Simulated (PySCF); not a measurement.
A side-by-side comparison of computed properties.

First species: C5H5Cl.
Z-matrix (Å and degrees, GFN2-xTB geometry), rows numbered from 1:
```
Cl
C   1  1.7106
C   2  1.3420  1  127.52
C   3  1.4465  2  108.18  1   179.92
C   4  1.3399  3  109.80  2     0.03
C   5  1.4932  4  109.68  3    -0.04
H   3  1.0736  2  127.06  1    -0.07
H   4  1.0747  3  123.32  2  -179.95
H   5  1.0737  4  127.53  3   179.99
H   6  1.0914  2  111.86  1    60.08
H   6  1.0914  2  111.81  1   -60.07
```

Second species: C₄H₆FN.
Structure used (GFN2-xTB), in Å, numbered top down from 1:
```
atom  x, y, z in Å
C1    -1.601    0.018    0.110
C2    -0.233   -0.229   -0.515
C3     0.893    0.216    0.423
F4     0.851    1.586    0.594
C5     2.188   -0.166   -0.114
N6     3.193   -0.483   -0.553
H7    -2.386   -0.252   -0.593
H8    -1.726   -0.576    1.013
H9    -1.715    1.069    0.367
H10   -0.141    0.330   -1.449
H11   -0.098   -1.290   -0.735
H12    0.776   -0.223    1.426
```

Levels: PBE0/def2-SVPD for dipole moment, HOMO energy, LUMO energy, HOMO–LUMO gap, static isotropic polarisability and electronic spatial extent ⟨r²⟩ about the centre of nuclear charge; TDDFT PBE0/def2-SVPD for lowest singlet excitation; TDA PBE0/def2-SVPD for lowest triplet excitation (Tamm–Dancoff); GFN2-xTB for rotational constant A and rotational constant C. Geometries: GFN2-xTB. All species are isolated and taken at one optimised geometry, non-relativistic unless stated; the electronic structure was computed with PySCF and density fitting.

The conformers computed, where there is a choice (atom-mapped SMILES and torsion angles):
- `[CH3:1][CH2:2][C@H:3]([F:4])[C:5]#[N:6]`: C1–C2–C3–F4 -66°

Values for the first species:

- Dipole moment: 1.50 D
- HOMO energy: -6.39 eV
- LUMO energy: -0.93 eV
- HOMO–LUMO gap: 5.46 eV
- Lowest singlet excitation: 4.77 eV
- Lowest triplet excitation (Tamm–Dancoff): 2.87 eV
- Static isotropic polarisability: 69.6 au
- Electronic spatial extent ⟨r²⟩ about the centre of nuclear charge: 694 bohr²
- Rotational constant A: 8.441 GHz
- Rotational constant C: 1.646 GHz

Estimate the same properties for the second species, and the change in each.

```
                                                         property      first     second  second less first
                                                    dipole moment     1.50 D     3.81 D            +2.31 D
                                                      HOMO energy   -6.39 eV   -9.68 eV           -3.29 eV
                                                      LUMO energy   -0.93 eV   -0.27 eV           +0.66 eV
                                                    HOMO–LUMO gap    5.46 eV    9.41 eV           +3.95 eV
                                        lowest singlet excitation    4.77 eV    7.33 eV           +2.56 eV
                         lowest triplet excitation (Tamm–Dancoff)    2.87 eV    6.27 eV           +3.40 eV
                                  static isotropic polarisability    69.6 au    52.9 au           -16.7 au
electronic spatial extent ⟨r²⟩ about the centre of nuclear charge  694 bohr²  650 bohr²          -44 bohr²
                                            rotational constant A  8.441 GHz  7.132 GHz         -1.309 GHz
                                            rotational constant C  1.646 GHz  1.836 GHz         +0.190 GHz
```

On the first: No computed singlet falls in the visible range (750 to 380 nm, 1.65 to 3.26 eV); S1 lies 1.51 eV above its blue end. S1 lies 0.69 eV below the HOMO–LUMO gap; its leading configuration is HOMO→LUMO, weight 0.98.

On the second: The dipole matches unit charges of opposite sign 0.79 Å apart (1 e·Å = 4.8032 D). S1 lies 2.08 eV below the HOMO–LUMO gap; its leading configuration is HOMO→LUMO, weight 0.86.
